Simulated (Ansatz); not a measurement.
Two isomers of C3H5ClO: A = `CC(Cl)C=O`, B = `CO/C=C/Cl`.

Isolated molecules relaxed with PBE0-D4/def2-TZVP in Ansatz; ΔE leaves out vibrations. CBS: MP2 limit from def2 TZ/QZ plus the TZ coupled-cluster correction, frozen cores. Functionals use def2-TZVPP. B3LYP here is the variant with VWN-RPA as its local correlation; programs differ in this. One conformer a species, not always the lowest.

(1) Which is lower in electronic energy at CCSD(T)/CBS, and by how much? (An estimate is asked.)

(2) Give E(B) − E(A) in kcal/mol with ωB97M-V, B3LYP-D4, PBE-D4, CCSD/def2-TZVPP, MP2/def2-TZVPP, PBE0-D4, B2PLYP. (An estimate is asked.)

Largest T1 diagnostic: 0.013.

Answers

(1) Ansatz gave: A, by 23.4 kcal/mol.

(2) The calculation gave: ωB97M-V 23.0, B3LYP-D4 21.4, PBE-D4 21.3, CCSD/def2-TZVPP 23.6, MP2/def2-TZVPP 25.0, PBE0-D4 22.0, B2PLYP 22.4. None reverses the order clearly.

The D4 term adds +1.0 kcal/mol with B3LYP and +0.5 kcal/mol with PBE0; it sums over pairs of atoms, weighted by their polarisabilities, and B3LYP, whose exchange is more repulsive, gets the larger term. From PBE to PBE0 (25 % exact exchange), in def2-TZVPP and without D4, E(B) − E(A) moves by +0.8 kcal/mol.
